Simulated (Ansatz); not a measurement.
We consider diamond-structure Si, described by LDA (Ansatz, an electronic-structure program, PAW).

Run with plane-wave cutoff 520 eV, 12×12×12 k mesh, scalar-relativistic PAW data made under PBE.

Computed at the level's own relaxed cell.

```
CELL_PARAMETERS angstrom
      0.00000     2.70096     2.70096
      2.70096     0.00000     2.70096
      2.70096     2.70096     0.00000
ATOMIC_POSITIONS crystal
  Si 0.50000 0.50000 0.50000
  Si 0.75000 0.75000 0.75000
```

Task: Give the elastic tensor (Voigt notation, GPa, ions relaxed, in the Cartesian axes of the cell as printed).

Result: 
```
  160.9    64.3    64.3     0.0     0.0     0.0
   64.3   160.9    64.3     0.0     0.0     0.0
   64.3    64.3   160.9     0.0     0.0     0.0
    0.0     0.0     0.0    75.5     0.0     0.0
    0.0     0.0     0.0     0.0    75.5     0.0
    0.0     0.0     0.0     0.0     0.0    75.5
```

Measured, for comparison: elastic constant C11 168 GPa, elastic constant C12 64.9 GPa, elastic constant C44 80.2 GPa (low temperature, zero-point motion not removed; as tabulated in Tanner et al. (2021), arXiv:2110.11888). Computed (rounded) less measured: elastic constant C11 -4 %, elastic constant C12 -0.9 %, elastic constant C44 -6 %.
